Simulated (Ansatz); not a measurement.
Reaction (formal loss of a carbene): `CCC1=NC1` → `CC1=NC1` + `[CH2]` (triplet)

Computed with Ansatz on PBE0-D4/def2-TZVP structures; ΔE is electronic, products minus reactants. CCSD(T)/CBS is the MP2 limit (def2-TZVPP, def2-QZVPP) plus CCSD(T) − MP2 in def2-TZVPP, frozen cores. This one scheme is used for every species. DFT in def2-TZVPP. B3LYP here is the variant with VWN-RPA as its local correlation; programs differ in this. HSE06 is defined as in plane-wave codes. Triplets are unrestricted, without spin–orbit coupling. One conformer a species, not always the lowest.

`CCC1=NC1`:

```xyz
12

C    -1.206   -1.049    0.113
C    -0.887    0.440    0.053
C     0.525    0.688   -0.276
N     1.249    1.283   -1.099
C     1.928    0.474    0.003
H    -0.575   -1.555    0.847
H    -1.042   -1.524   -0.856
H    -2.248   -1.205    0.396
H    -1.512    0.951   -0.684
H    -1.088    0.898    1.028
H     2.423   -0.443   -0.305
H     2.433    1.041    0.781
```

`CC1=NC1`:

Z-matrix (Å, degrees):
```
C
C 1 1.467
H 1 1.093 2 109.9
H 1 1.093 2 109.9 3 117.6
H 1 1.091 2 110.7 3 -121.2
N 2 1.248 1 141.1 3 121.0
C 2 1.444 1 150.3 3 -58.9
H 7 1.087 2 120.8 1 79.8
H 7 1.087 2 120.8 1 -79.9
```

`[CH2]` (triplet):

Cartesian coordinates in Å:
```
C 0.260 0.014 -0.091
H -0.237 -0.892 -0.399
H -0.023 0.878 0.491
```

Is it downhill or uphill in electronic energy at CCSD(T)/CBS, and by how much? (An estimate is asked.)

Ansatz gave: Uphill: ΔE = +103.9 kcal/mol.

What do these levels give: PBE0, B3LYP, HSE06, RPA@PBE/def2-TZVPP, MP2/def2-SVP, HF/def2-TZVPP? (An estimate is asked.)

The calculation gave: PBE0 101.7, B3LYP 99.3, HSE06 101.8, RPA@PBE/def2-TZVPP 100.0, MP2/def2-SVP 102.4, HF/def2-TZVPP 68.9 kcal/mol.

Largest T1 diagnostic among the species: 0.011.

Leaving LDA and LC-ωPBE aside and taking each functional with its dispersion term where it has one, the values, not all of them listed here, spread over 9.0 kcal/mol, from r2SCAN0-D4 to ωB97X-V. LDA lies +17.3 kcal/mol from PBE without D4. From BLYP to BHLYP (50 % exact exchange), in def2-TZVPP and without D4, ΔE moves by −0.8 kcal/mol. The D4 term adds +2.3 kcal/mol with B3LYP and +1.3 kcal/mol with PBE0; it sums over pairs of atoms, weighted by their polarisabilities, and B3LYP, whose exchange is more repulsive, gets the larger term.
